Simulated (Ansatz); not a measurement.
SiH2, singlet in STO-3G: errors against full CI

Geometry: MP2(full)/6-31G*, from the G2/97 set.

```xyz
3

Si    0.0000    0.0000    0.0703
H     0.0000    1.0969   -0.9798
H     0.0000   -1.0969   -0.9798
```

Basis STO-3G; Ansatz 0.2.0. Correlated methods freeze the noble-gas cores, which leaves 6 electrons in 6 orbitals. R marks a restricted (for open shells ROHF) determinant, U an unrestricted one. Active spaces: valence = (6e, 6o) chosen from the atoms' valence shells.

Full CI is exact within this basis and frozen core; it isn't the basis-set limit. The frozen core follows each run's orbitals, which can shift R against U totals by a few meV.

```
UHF ⟨S²⟩                          : 0.137
T1 diagnostic (RCCSD)             : 0.0087
largest doubles amplitude (RCCSD) : 0.115
```

```csv
level,E − E(RHF) (eV)
RMP2,-0.9154
RCCSD,-1.4564
RCCSD(T),-1.4594
```

(1) Estimate how far full CI in STO-3G lies from RCCSD(T). The table doesn't fix it; the size of (T) and the diagnostics are the guide.

(1) Full CI in STO-3G lies 3 meV below RCCSD(T), which is 96 % of the (T) step (-3 meV). RHF is unstable towards spin polarisation, and the rest is a large part of (T).

The other levels:

```
    level  E − E(full CI) (meV)  share of correlation (%)  wall time
     CISD                    53                     96.35     0.06 s
  BCCD(T)                     3                     99.81     0.15 s
   RCCSDT                     2                     99.89          –
   CISDTQ                     0                     99.97     0.06 s
RCCSDT(Q)                     1                     99.96     0.18 s
  RCCSDTQ                     0                    100.00     0.33 s
```

The correlation energy at full CI, counted from RHF, is -1.462 eV. That run took 0.09 s on 1 thread of AMD EPYC 7R13, shared host over 104 determinants.

Run but not shown, since their state or frozen core can't be matched to the reference's or they repeat it: UHF, CASSCF (valence space), NEVPT2 (valence space), MRCISD (valence space), MRCISD+Q (valence space).

Times hold each run's SCF and search for its determinant on a shared host, so for small cases they say little of a method's own cost; they ran on 1 thread of AMD EPYC 7R13.

The full-CI state has the irrep A1 of C2v, in the program's axes.

Natural occupations of full CI about the gap: 1.978 1.966 1.941 0.047 0.038 0.030; effectively unpaired electrons, Σ n²(2−n)², 0.04.

Atomization energy (electronic, same basis, no zero-point term; atoms at the same level, unrestricted beside the R rows where the molecule is a closed shell, with restricted open-shell steps beyond CCSDT(Q)) at full CI: 799.5 kJ/mol. Errors of other levels:

```
    level  error (kJ/mol)
      RHF          -105.9
     RMP2           -36.7
     CISD            -5.1
    RCCSD            -0.6
 RCCSD(T)            -0.3
  BCCD(T)            -0.3
   RCCSDT            -0.2
   CISDTQ             0.0
RCCSDT(Q)            -0.1
  RCCSDTQ             0.0
```

This basis is far from its limit, so the value isn't to be set against a measured one. Truncated CI isn't size-consistent, which counts against it in atomization.
